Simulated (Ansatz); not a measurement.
Ansatz (a first-principles code) input (B3LYP-D3(BJ)/def2-TZVP):

Ansatz 0.2 input:
```yaml
crystal:
  periodic: [false, false, false]
  atoms:
    - {symbol: Cl, position_ang: [-0.01500497, 0.01586587, 0.65419565]}
    - {symbol: H, position_ang: [0.03618097, -0.02647837, -0.67525675]}
basis:
  gaussian:
    orbitals: def2-TZVP
hamiltonian:
  xc: b3lyp
  dispersion: d3bj
total_charge: 1
magnetization: {spin_polarized: true, initial_magnetization: 1}
relax: {f_tol: 0.002, max_steps: 150}
```

Output:

```
Functional definition: B3LYP
integrals: 0.00 GiB planned
307 factors; their error is unknown
mean field: 0.09 GiB planned
mean field evaluation 1: about -12526.1832 eV, gradient 1.7e1 eV
mean field evaluation 2: about -12526.7222 eV, gradient 1.3e1 eV
mean field evaluation 4: about -12527.2148 eV, gradient 4.3e-1 eV
mean field evaluation 8: about -12527.2449 eV, gradient 1.4e-3 eV
mean field -12527.24487200 eV, -460.3677577743 hartree, gradient 2.0e-5 eV, S^2 0.753711; 0 other end points of the search recorded, 0 dependent functions left out
the calculation of the forces begins
reference -12527.24500282 eV, -460.3677625820 hartree; 9, 8 occupied and 34, 35 virtual orbitals, 307 factors
relax step   1: F+E_penalty+E_count = -12527.26016220 eV  Δ(F+E_penalty+E_count) = +0.000e0 eV  max|allowed force component| = 1.451e-1 eV/Å  Δτ_max = 0.0000 Å  (26 SCF iters, accepted)
these checks for a lower state are left out or cut short: starts, cluster_reference, orbital_swaps, neighbouring_geometries, increment
integrals: 0.00 GiB planned
307 factors; their error is unknown
mean field: 0.09 GiB planned
mean field evaluation 16: about -12527.2452 eV, gradient 1.0e-1 eV
mean field -12527.24521531 eV, -460.3677703907 hartree, gradient 9.4e-6 eV, S^2 0.753707; 0 other end points of the search recorded, 0 dependent functions left out
the calculation of the forces begins
reference -12527.24534606 eV, -460.3677751958 hartree; 9, 8 occupied and 34, 35 virtual orbitals, 307 factors
relax step   2: F+E_penalty+E_count = -12527.26050563 eV  Δ(F+E_penalty+E_count) = -3.434e-4 eV  max|allowed force component| = 6.743e-2 eV/Å  Δτ_max = 0.0016 Å  (23 SCF iters, accepted)
these checks for a lower state are left out or cut short: starts, cluster_reference, orbital_swaps, neighbouring_geometries, increment
integrals: 0.00 GiB planned
307 factors; their error is unknown
mean field: 0.09 GiB planned
mean field -12527.24530838 eV, -460.3677738111 hartree, gradient 7.1e-6 eV, S^2 0.753704; 0 other end points of the search recorded, 0 dependent functions left out
the calculation of the forces begins
reference -12527.24543907 eV, -460.3677786139 hartree; 9, 8 occupied and 34, 35 virtual orbitals, 307 factors
relax step   3: F+E_penalty+E_count = -12527.26059881 eV  Δ(F+E_penalty+E_count) = -9.318e-5 eV  max|allowed force component| = 6.730e-4 eV/Å  Δτ_max = 0.0014 Å  (24 SCF iters, accepted)
integrals: 0.00 GiB planned
307 factors; their error is unknown
mean field: 0.09 GiB planned
mean field evaluation 32: about -12526.7337 eV, gradient 1.3e1 eV
mean field -12527.24530838 eV, -460.3677738111 hartree, gradient 7.1e-6 eV, S^2 0.753704; 1 other end points of the search recorded, 0 dependent functions left out
the calculation of the forces begins
reference -12527.24543907 eV, -460.3677786139 hartree; 9, 8 occupied and 34, 35 virtual orbitals, 307 factors
Total energy: -12527.26072951 eV, -460.3683405270 hartree
Atom 0 at    -0.014891     0.015771     0.651224 Å, force     0.000026    -0.000021    -0.000673 eV/Å
Atom 1 at     0.036067    -0.026384    -0.672285 Å, force    -0.000026     0.000021     0.000673 eV/Å
Dipole moment:     0.012764    -0.010559    -0.331524 e Å
```
